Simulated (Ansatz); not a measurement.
One change: `Oc1ccco1` becomes `C=Cc1ccco1`.

Ansatz, PBE0-D4/def2-TZVP geometries, multiplicity 1. Each molecule was computed in one conformer, which needn't be the lowest.

```json
{"property": "LUMO energy (ωB97M-V/def2-TZVPP) / eV", "`Oc1ccco1`": "2.22"}
{"property": "LUMO energy (PBE0/def2-TZVPP) / eV", "`Oc1ccco1`": "0.74"}
{"property": "HOMO–LUMO gap (ωB97M-V/def2-TZVPP) / eV", "`Oc1ccco1`": "10.38"}
{"property": "HOMO–LUMO gap (B3LYP/def2-TZVPP) / eV", "`Oc1ccco1`": "6.20"}
{"property": "LUMO energy (B3LYP/def2-TZVPP) / eV", "`Oc1ccco1`": "0.38"}
{"property": "HOMO energy (PBE/def2-TZVPP) / eV", "`Oc1ccco1`": "-4.92"}
```

(1) What does the change do to each property? (An estimate is asked.)

Answers

(1) Computed: 
```
                               property  `C=Cc1ccco1`  shift
  LUMO energy (ωB97M-V/def2-TZVPP) / eV          1.13  -1.09
     LUMO energy (PBE0/def2-TZVPP) / eV         -0.89  -1.63
HOMO–LUMO gap (ωB97M-V/def2-TZVPP) / eV          9.30  -1.08
  HOMO–LUMO gap (B3LYP/def2-TZVPP) / eV          4.87  -1.33
    LUMO energy (B3LYP/def2-TZVPP) / eV         -1.08  -1.46
      HOMO energy (PBE/def2-TZVPP) / eV         -5.23  -0.31
```

With PBE0 the HOMO falls by 0.14 eV and the LUMO falls by 1.63 eV, so the gap narrows by about 1.49 eV. PBE moves the HOMO by -0.31 eV and ωB97M-V by 0.00 eV. The zero-point energy changes by 75.8 kJ/mol with +9 modes.

Positive LUMOs are unbound, so they and the gaps depend on the basis.

B3LYP here is the variant with VWN-RPA as its local correlation; programs differ in this.
